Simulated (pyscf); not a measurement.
Elementary routes open to Cl–Si•(Cl)–Cl (SMILES Cl[Si](Cl)Cl) + H₂ (SMILES [H][H]) in the gas phase (doublet surface):
A. HCl (SMILES Cl) + Cl–SiH•–Cl (SMILES Cl[SiH]Cl) (Cl–Si, H–H broken; Cl–H, H–Si formed)
B. Cl–SiH(Cl)–Cl (SMILES Cl[SiH](Cl)Cl) + H• (SMILES [H]) (H–H broken; H–Si formed)

PySCF, gas phase, ωB97X-D3(BJ)/def2-SVP geometries.

Q: Rank the routes by free-energy barrier at 1200 K, lowest first, for ωB97M-D3(BJ)/def2-TZVP energies (ideal gas, 1 atm, RRHO with modes under 100 cm⁻¹ raised to 100, one conformer, R ln 2 for chiral ones without a mode under 150 cm⁻¹).

A: B (1.95 eV), A (3.49 eV)

Route B is the fastest of these, ahead of the next by 1.54 eV. The most stable products are those of A (ΔG = +0.51 eV), whose barrier is 1.54 eV higher: the kinetic and the thermodynamic product differ. At 298 K B is still the fastest. Only these routes are compared; each barrier is that of the saddle found, and lower ones may exist.
